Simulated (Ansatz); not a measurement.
For Te3As2 (C2/m, No. 12), LDA in Ansatz (PAW) gives:

| Quantity | Value |
|---|---|
| equilibrium volume per atom | 26.82 Å³/atom |
| formation enthalpy | -0.011 eV/atom |

Problem. What does r²SCAN-D4 (PAW; Ansatz, a quantum-chemistry and plane-wave program) give for the same quantities?

Solution. 
- equilibrium volume per atom: 29.52 Å³/atom (rises by 10 %)
- formation enthalpy: -0.003 eV/atom (moves by +0.008 eV/atom)

For comparison: equilibrium volume per atom 28.35 Å³/atom (measured, 300 K, copied from a table, unchecked, not corrected to a static lattice; COD 9017478: Inorganic Chemistry 54, 9936 (2015)).

Changes are worked out from the printed values.

Unless a cell is named, each level is at its own relaxed cell (LDA 26.82, r²SCAN-D4 29.52 Å³/atom).

Levels without +SOC leave out spin–orbit coupling, which shifts energies and cells of such heavy elements.

Caveats: LDA has no dispersion term either, though it tends to give short spacings of layers, chains or molecules (LDA). Ansatz's density-functional and Hartree–Fock values are scalar-relativistic unless marked +SOC, with PAW data made under PBE.
